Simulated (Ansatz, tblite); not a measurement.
**Si(iPr)H3 (C3H10Si): removing and adding an electron**

One table from this session's results is given with a row withheld; the runs are named, their logs left out.

Program: Ansatz 0.2.0, Gaussian basis. Level of theory: as each input shows. These are calculated values, not measurements.

Levels to be run: charge +1 doublet, at the geometry of the singlet (PBE0-D4/def2-TZVP, PBE-D4/def2-TZVP, r2SCAN-D4/def2-TZVP, LC-ωPBE(0.10)/def2-TZVP, LC-ωPBE(0.15)/def2-TZVP, LC-ωPBE(0.20)/def2-TZVP, LC-ωPBE(0.30)/def2-TZVP, CCSD(T)/def2-TZVP); charge -1 doublet, at the geometry of the singlet (PBE0-D4/def2-TZVPD, PBE-D4/def2-TZVPD, r2SCAN-D4/def2-TZVPD, LC-ωPBE(0.10)/def2-TZVP, LC-ωPBE(0.15)/def2-TZVP, LC-ωPBE(0.20)/def2-TZVP, LC-ωPBE(0.30)/def2-TZVP); the starting singlet's energies come from earlier runs.

## The geometry

The singlet was relaxed beforehand with PBE0-D4/def2-SVP.

14 atoms, charge 0, spin multiplicity 1.

Atoms are counted from 1 here; the program's logs count them from 0.

Bond lengths: Si1–C2 1.896 Å, Si1–H12 1.497 Å, Si1–H13 1.497 Å, Si1–H14 1.499 Å, C2–C3 1.529 Å, C2–C4 1.529 Å, C2–H5 1.106 Å, C3–H6 1.101 Å, C3–H7 1.103 Å, C3–H8 1.103 Å, C4–H9 1.103 Å, C4–H10 1.101 Å, C4–H11 1.103 Å. Angles: C2–Si1–H12 110.8°, C2–Si1–H13 110.7°, C2–Si1–H14 110.0°, H12–Si1–H13 108.6°, H12–Si1–H14 108.4°, H13–Si1–H14 108.4°, Si1–C2–C3 111.3°, Si1–C2–C4 111.2°, Si1–C2–H5 105.5°, C3–C2–C4 111.9°, C3–C2–H5 108.4°, C4–C2–H5 108.4°, C2–C3–H6 112.2°, C2–C3–H7 111.3°, C2–C3–H8 111.0°, H6–C3–H7 107.5°, H6–C3–H8 107.5°, H7–C3–H8 107.1° and more.

The first run:

Contents of in.yaml:

```yaml
crystal:
  periodic: [false, false, false]
  atoms:
    - {symbol: Si, position_ang: [0.191736, 0.362657, -1.635354]}
    - {symbol: C, position_ang: [0.175158, 0.324375, 0.260191]}
    - {symbol: C, position_ang: [0.977221, -0.860618, 0.798592]}
    - {symbol: C, position_ang: [-1.255278, 0.336318, 0.800185]}
    - {symbol: H, position_ang: [0.676066, 1.258104, 0.578372]}
    - {symbol: H, position_ang: [2.022160, -0.847341, 0.450790]}
    - {symbol: H, position_ang: [0.534668, -1.820393, 0.482904]}
    - {symbol: H, position_ang: [0.994581, -0.858227, 1.901709]}
    - {symbol: H, position_ang: [-1.262001, 0.357899, 1.903189]}
    - {symbol: H, position_ang: [-1.825603, 1.210545, 0.448478]}
    - {symbol: H, position_ang: [-1.807243, -0.566625, 0.489355]}
    - {symbol: H, position_ang: [1.596393, 0.373114, -2.153668]}
    - {symbol: H, position_ang: [-0.515114, 1.579511, -2.146674]}
    - {symbol: H, position_ang: [-0.502745, -0.849318, -2.178069]}
basis:
  gaussian: {orbitals: def2-SVP}
total_charge: 1
magnetization: {spin_polarized: true, initial_magnetization: 1}
hamiltonian: {xc: pbe0, dispersion: d4}
output: {orbitals: {seedname: orbitals}}
```

Launch:

```bash
$ ansatz run in.yaml --threads 4 --pin off --events-out ev --progress --plain --max-ram 3916MiB
```

Among the steps run: Charge +1 doublet at the fixed geometry, first pass, PBE0-D4/def2-SVP; Charge +1 doublet at the fixed geometry, PBE0-D4/def2-TZVP; Charge +1 doublet at the fixed geometry, PBE-D4/def2-TZVP; Charge +1 doublet at the fixed geometry, r2SCAN-D4/def2-TZVP; Charge +1 doublet at the fixed geometry, LC-ωPBE(0.10)/def2-TZVP; Charge +1 doublet at the fixed geometry, LC-ωPBE(0.15)/def2-TZVP; Charge +1 doublet at the fixed geometry, LC-ωPBE(0.20)/def2-TZVP; Charge +1 doublet at the fixed geometry, LC-ωPBE(0.30)/def2-TZVP; Charge +1 doublet at the fixed geometry, CCSD(T)/def2-TZVP.

One table of the session follows, with a row left open; its other results are not shown here.

It belongs to the step «Vertical ionisation energy». 

| method | vertical ionisation energy (eV) |
| --- | --- |
| HF/def2-TZVP | 9.53 |
| PBE-D4/def2-TZVP | 9.88 |
| r2SCAN-D4/def2-TZVP | 9.95 |
| PBE0-D4/def2-TZVP | 10.11 |
| MP2/def2-TZVP | 10.44 |
| CCSD/def2-TZVP | 10.32 |
| CCSD(T)/def2-TZVP | ? |

**Question.** Estimate the row for CCSD(T)/def2-TZVP.

The run gave: vertical ionisation energy (eV): 10.33. In the column «vertical ionisation energy (eV)» it lies between CCSD/def2-TZVP (10.32) and MP2/def2-TZVP (10.44).
